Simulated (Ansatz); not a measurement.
# Cl2 (triplet): wave-function methods side by side, def2-TZVPP

An exercise on one series of results from a longer session: the logs are not shown, and one member is left open.

Computed with Ansatz 0.2.0, Gaussian basis. Level: def2-TZVPP, core rule «outside noble gas», up to 10 orbitals frozen.

The runs, in order: UHF; ROHF; CCSD(T) on UHF.

2 further runs of the same task are left out: 2 set aside as unsound or not needed.

## The geometry

The geometry is a PBE0/def2-TZVP stationary point (not a proven minimum) of the parent state, kept for this charge and spin.

2 atoms, charge 0, spin multiplicity 3.

Atoms are counted from 1 here; the program's logs count them from 0.

Bond lengths: Cl1–Cl2 1.982 Å.

Coordinates:

```
Cl    0.0000    0.0000    0.0000
Cl    0.0000    0.0000    1.9824
```

Set-up of the first run:

Input file in.yaml:

```yaml
crystal:
  periodic: [false, false, false]
  atoms:
    - {symbol: Cl, position_ang: [0.000000, 0.000000, 0.000000]}
    - {symbol: Cl, position_ang: [0.000000, 0.000000, 1.982400]}
basis:
  gaussian: {orbitals: def2-TZVPP}
magnetization: {spin_polarized: true, initial_magnetization: 2}
hamiltonian: {xc: hf}
output: {orbitals: {seedname: orbitals}}
```

Launch:

```console
ansatz run in.yaml --threads 1 --pin off --events-out ev --progress --plain --max-ram 4096MiB --backend cpu
```

Among the steps run: UHF; ROHF; CCSD(T) on UHF.

One of the session's tables, all rows but one given; the rest of the session is left out.

```
  method  from UCCSD(T) (meV)
    ROHF             +11936.6
     UHF                    ?
    UMP2              +1378.3
   UCCSD               +524.3
UCCSD(T)                    0
```

Estimate the missing values for UHF.

The run gave: from UCCSD(T) (meV): +11598.4. In the column «from UCCSD(T) (meV)» it lies between UMP2 (+1378.3) and ROHF (+11936.6).
